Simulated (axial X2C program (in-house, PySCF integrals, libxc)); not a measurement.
**Working with the constants of CF⁺**

A bond curve at the CCSD(T) level, with spin–orbit coupling, was computed with an in-house all-electron X2C program for linear molecules (integrals from PySCF) (basis F dyall-av3z [7s6p3d2f], C dyall-v3z [7s6p2d1f] (cores contracted in-house)) for the state Ω = 0 (closed shell). Its fit gives Re = 1.1622 Å, ωe = 1774.3 cm⁻¹, ωexe = 12.7 cm⁻¹ and αe = 1.827e-02 cm⁻¹; the masses are 18.9984 and 12.0000 u. Two-component means X2C with spin–orbit coupling and atomic mean-field Coulomb and Gaunt terms.

Correlated methods: 10 electrons correlated (number of frozen shells: F 1 s; C 1 s), 172 virtual spin orbitals or spinors in MP2, 90 natural virtuals in coupled cluster.

Question: Find the reduced mass, Be and the force constant.

Answer: From the CCSD(T) values: μ = 7.3546 u. Be = 16.8576/(μ Re²) = 1.697 cm⁻¹. k = 5.8918×10⁻⁷ μ ωe² = 13.6 mdyn/Å.

Question: A Morse curve ties αe to the other constants (Pekeris). How well does that hold?

Answer: αe(Morse) = 6Be²/ωe × (√(ωexe/Be) − 1) = 1.690e-02 cm⁻¹; the CCSD(T) curve gives 1.827e-02 cm⁻¹, a ratio of 0.93.

Question: Estimate De from a Morse curve and compare with the computed well depth of 7.681 eV to F + C+.

Answer: De(Morse) = ωe²/(4ωexe) = 7.683 eV against 7.681 eV computed, a ratio of 1.00. For De the Morse form works well here.

Question: Estimate the centrifugal constant by the Kratzer relation.

Answer: D = 4Be³/ωe² = 6.21e-06 cm⁻¹.

Question: Where do the fundamental and the first overtone lie?

Answer: ν(1←0) = ωe − 2ωexe = 1748.9 cm⁻¹; ν(2←0) = 2ωe − 6ωexe = 3472.4 cm⁻¹.

The state is a single determinant with fixed occupations, the lowest that a limited PBE0 search found. Dissociation energies refer to the lowest single-determinant-based atoms at the same level and basis. Coupled cluster ran in a truncated set of natural virtual spinors; the MP2 energy of the rest was added. (T) has no such correction and the atoms are truncated less, which lowers De at CCSD(T) by a hundredth of an eV or more.
